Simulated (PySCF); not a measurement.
Atoms are numbered as in `[CH2:1]1[CH2:2][O:3][CH2:4][CH2:5][O:6]1`. Each H is labelled by its parent atom.

Geometry: PBE0-D3(BJ)/def2-SVP; GIAO absolute shieldings from PySCF 2.14, gas phase, non-relativistic, averaged over equivalent atoms.

At PBE0/cc-pVDZ (124 basis functions, 9.6 s wall time on 1 thread of an Arm Neoverse V2, shared host):
```
                  atoms  σ (ppm)
            C1/C2/C4/C5    131.6
                  O3/O6    304.1
H(C1)/H(C2)/H(C4)/H(C5)    27.98
```

Estimate the result of repeating the calculation with PBE0/aug-cc-pVDZ.

Results:


| atoms | σ at PBE0/aug-cc-pVDZ | change |
| --- | --- | --- |
| C1/C2/C4/C5 | 129.4 | -2.2 |
| O3/O6 | 299.0 | -5.1 |
| H(C1)/H(C2)/H(C4)/H(C5) | 27.80 | -0.18 |

The largest change is at O3/O6 (ether oxygen). Cost: 210 basis functions, 22 s wall time on 1 thread of an Arm Neoverse V2, shared host.
